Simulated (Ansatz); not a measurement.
One starting cell of W (a randomly generated symmetric cell of W (space group No. 139)) was relaxed twice with Ansatz (plane waves, PAW, scalar-relativistic): with r2SCAN at 500 eV and with PBE at 420 eV. The r2SCAN result:

```
W
1.0
   -1.58492     1.58492     1.58492
    1.58492    -1.58492     1.58492
    1.58492     1.58492    -1.58492
W
1
Cartesian
  0.00000   0.00000   0.00000
```

| quantity | r2SCAN | PBE |
|---|---|---|
| space group | Im-3m | Im-3m |
| volume (Å³/atom) | 15.93 | ___ |
| a (Å) | 3.170 | ___ |
| gap (eV, no spin-orbit coupling) | 0.00 | ___ |

Task: Fill in the PBE column.

Result: 
- volume (Å³/atom), PBE: 16.13
- a (Å), PBE: 3.184
- gap (eV, no spin-orbit coupling), PBE: 0.00

Both levels end in the same structure; PBE's volume is 1.3 % larger. Neither column is exact.

No spin polarisation in the result.

Measured for W: a 3.16 Å (static lattice; corrected from measurement; as listed in Daniel Mejia-Rodriguez, S. B. Trickey, Phys. Rev. B (2018)). Computed minus measured — a: r2SCAN +0.3 %, PBE +0.7 %. The computed values are for a static lattice.

The run could not lose the symmetry of its start.

Ansatz is an electronic-structure program.
